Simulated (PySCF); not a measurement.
Compound: C2H6OP2.
SMILES with atom numbers: `[H]/[P:5]=[P:4]\[CH2:3][O:2][CH3:1]`

The computed photoelectron lines, unassigned: C 1s: 292.07 (area 1), 292.41 (area 1) eV; O 1s: 538.71 eV; P 1s: 2149.53 (area 1), 2149.68 (area 1) eV; P 2p3/2: 136.03 (area 1), 136.18 (area 1) eV.

Method used: delta-SCF UKS SCAN, pcX-2 on the ionised atom, pcseg-1 elsewhere, spin-free X2C in PySCF 2.14.0. Isolated species at its GFN2-xTB geometry (one conformer only).

(1) Order the carbon atoms by C 1s binding energy.

(2) Order the phosphorus atoms by P 2p3/2 binding energy.

Results:

(1) 292.07 eV: C3 (sp3 carbon bound to oxygen); 292.41 eV: C1 (methoxy carbon). The listed C 1s values span 0.34 eV, from C3 (bonded to O, 2 H and P) to C1 (bonded to O and 3 H).

(2) 136.03 eV: P5 (phosphorus bonded to P and H); 136.18 eV: P4 (phosphorus bonded to C and P). The 2 P 2p3/2 values lie within 0.15 eV of each other.

Bonded neighbours of each site: C1: O and 3 H; O2: 2 C; C3: O, 2 H and P; P4: C and P (double bond); P5: H and P (double bond).

**Question.** Which effective nuclear charge Zeff reproduces each element's mean 1s value in the hydrogen-like formula E = 13.606 eV × Zeff²?

**Answer.** C (Z = 6): mean 292.2 eV, Zeff = 4.63, Z − Zeff = 1.37; O (Z = 8): mean 538.7 eV, Zeff = 6.29, Z − Zeff = 1.71; P (Z = 15): mean 2149.6 eV, Zeff = 12.57, Z − Zeff = 2.43. Means run over the listed sites, weighted by atom count.

Spin–orbit and ligand-field terms were added within each 2p shell after the spin-free SCF. 2p1/2 minus 2p3/2 (ligand field included): P 0.89 eV.

Shape of the structure used: `[H]/[P:5]=[P:4]\[CH2:3][O:2][CH3:1]`: C1–O2–C3–P4 -76°, O2–C3–P4–P5 -27°.
